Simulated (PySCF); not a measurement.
Telling isomers of C₆H₁₂ apart by NMR

PySCF calculation with coordinates at the PBE0-D3(BJ)/def2-SVP level, spin–spin couplings from B3LYP/pcJ-1 (spin–dipole term left out of most H,H and C,H couplings) and shieldings: GIAO PBE0/pcSseg-1; a single conformation, in vacuum, non-relativistic, one averaged value for each set of equivalent atoms.

Referencing at the same level of theory: TMS for 1H (31.27 ppm) and 13C (184.41 ppm). Multiplet labels drop J under 1 Hz and among equivalent protons, and merge close values. Unscaled 3J(H,H) run several per cent high. Vicinal couplings that depend on rotamer populations or ring flexing (ring, CH–CH, X–H and H–F types) are those of the one conformer. Shifts are as computed. Against solution values, carbons near 30 ppm lie about +2 ppm off and those near 130 ppm about +5 ppm. Of 1211 compounds with measured shifts, 218 miss one by over three times the rms of a fit or turn the order of signals round; such compounds aren't used in these exercises.

(1) Tabulate the signals of `CC/C=C/CC`, `C=C(CC)CC`, `C/C=C\C(C)C`, `CCC=C(C)C` and their relative energies.

(2) What is the quickest way to tell C/C=C\C(C)C from CCC=C(C)C?

(3) What is the quickest way to tell C=C(CC)CC from CCC=C(C)C?

(4) What is the quickest way to tell CC/C=C/CC from C/C=C\C(C)C?

## Answers

(1) 
```tsv
SMILES	carbon types	δC	δH	E rel. (kcal/mol)
CC/C=C/CC	2×CH 2×CH2 2×CH3	140.5, 30.8, 17.0	5.60 (m, 2H), 1.94 (m, 4H), 0.97 (m, 6H)	2.0
C=C(CC)CC	1×C 3×CH2 2×CH3	161.2, 117.2, 30.8, 14.0	5.01 (t, 2H), 2.09 (m, 4H), 0.97 (m, 6H)	2.8
C/C=C\C(C)C	3×CH 3×CH3	146.2, 129.9, 28.4, 24.7, 15.4	5.47 (m, 1H), 5.36 (m, 1H), 2.52 (m, 1H), 1.73 (m, 3H), 0.94 (d, 6H)	2.2
CCC=C(C)C	1×C 1×CH 1×CH2 3×CH3	138.2, 135.5, 28.4, 25.1, 18.3, 16.6	5.41 (t of sept, 1H), 2.01 (dqq, 2H), 1.71 (dt, 3H), 1.65 (d, 3H), 0.92 (t, 3H)	0.0
```

Energies are electronic energies at PBE0/pcSseg-1 on these geometries, without zero-point or thermal terms, each for the one conformer computed, which needn't be the lowest.

(2) Count the carbon signals: 5 against 6. The first has an allylic sp3 CH at 28.4 ppm, the second a fully substituted alkene carbon (C) at 138.2 ppm. Their most deshielded carbons lie at 146.2 and 138.2 ppm.

(3) Count the carbon signals: 4 against 6. The first has a terminal =CH2 carbon at 117.2 ppm, the second an alkene CH at 135.5 ppm. Their most deshielded carbons lie at 161.2 and 138.2 ppm. In the proton spectra the most deshielded non-exchanging signals are 5.01 (t, J = 1.6 Hz, 2H) and 5.41 (t of sept, J = 9.1, 2.0 Hz, 1H).

(4) Count the carbon signals: 3 against 5. The first has an allylic sp3 CH2 at 30.8 ppm, the second an allylic sp3 CH at 28.4 ppm. Their most deshielded carbons lie at 140.5 and 146.2 ppm.
